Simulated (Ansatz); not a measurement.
Wurtzite GaN, relaxed in Ansatz (plane waves) with several semilocal functionals. Each gives its own volume and its own bulk modulus:

```csv
level,V0 (Å³/atom),bulk modulus (GPa),ln V0,ln B0
LDA,11.050,202.8,2.4024,5.3122
PBEsol,11.371,188.7,2.4311,5.2402
PBE,11.757,172.4,2.4644,5.1498
```

Task: Fit a straight line to ln B0 against ln V0. What does it predict for r²SCAN, whose volume is 11.371 Å³/atom?

Result: With x = ln V0 and y = ln B0: means 2.43263 and 5.23407; Σ(Δx Δy) = -0.005049, Σ(Δx²) = 0.001926, so the slope is -2.62. At x = 2.4311 the line gives y = 5.23407 + (-2.62) × (2.4311 − 2.43263) = 5.2381, or 188.3 GPa. The run with r²SCAN gives 196.8 GPa, +4.5 % from the line. The rows used scatter about it by up to 0.2 %, while the largest value lies 18 % above the smallest. For comparison, PBE's own equation of state has B′ = 4.4, the slope −d ln B/d ln V at a fixed functional; the two needn't agree, since functionals also differ at one volume.

Measured: 210 GPa (measured, temperature not stated, not corrected to a static lattice, our sources range from 187 to 237; as tabulated in Toher et al. (2017), arXiv:1611.05714).

Ansatz's density-functional and Hartree–Fock values are scalar-relativistic unless marked +SOC, with PAW data made under PBE.

Ansatz is a program for electronic structure.
